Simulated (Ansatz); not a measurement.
# H2OSSi: the cost of one run

Program: Ansatz 0.2.0, Gaussian basis. Level of theory: PBE0-D4/def2-SVP. These are calculated values, not measurements.

1 further run of the same task is left out (it didn't finish).

## 1. Starting geometry

SMILES `O[SiH]=S`, 5 atoms, charge 0, spin multiplicity 1.

Atoms are counted from 1 here; the program's logs count them from 0.

Bond lengths: O1–Si2 1.608 Å, O1–H4 0.954 Å, Si2–S3 1.976 Å, Si2–H5 1.449 Å. Angles: Si2–O1–H4 127.7°, O1–Si2–S3 122.3°, O1–Si2–H5 108.2°, S3–Si2–H5 129.5°.

Geometry (Å):

```xyz
5
charge 0, multiplicity 1
O    -0.45606   -0.06065   -1.05795
Si    0.24296    0.12920    0.37801
S     1.49611    1.60981    0.75525
H    -1.06904   -0.74245   -1.32313
H    -0.21397   -0.93591    1.24782
```

## 2. The run

md/in.yaml reads:

```yaml
crystal:
  periodic: [false, false, false]
  atoms:
    - {symbol: O, position_ang: [-0.456060, -0.060650, -1.057950]}
    - {symbol: Si, position_ang: [0.242960, 0.129200, 0.378010]}
    - {symbol: S, position_ang: [1.496110, 1.609810, 0.755250]}
    - {symbol: H, position_ang: [-1.069040, -0.742450, -1.323130]}
    - {symbol: H, position_ang: [-0.213970, -0.935910, 1.247820]}
basis:
  gaussian: {orbitals: def2-SVP}
hamiltonian: {xc: pbe0, dispersion: d4}
md: {n_steps: 30, timestep: 0.75, temperature: 300, ensemble: nve, seed: 165, initial_velocities: maxwell_boltzmann}
```

On the command line:

```sh
ansatz run in.yaml --threads 2 --pin off --events-out ev --progress --plain --max-ram 3481MiB
```

What time and memory should one allow on 2 threads of Arm Neoverse V2, shared host?

About 20 s, with a peak of 0.1 GiB.
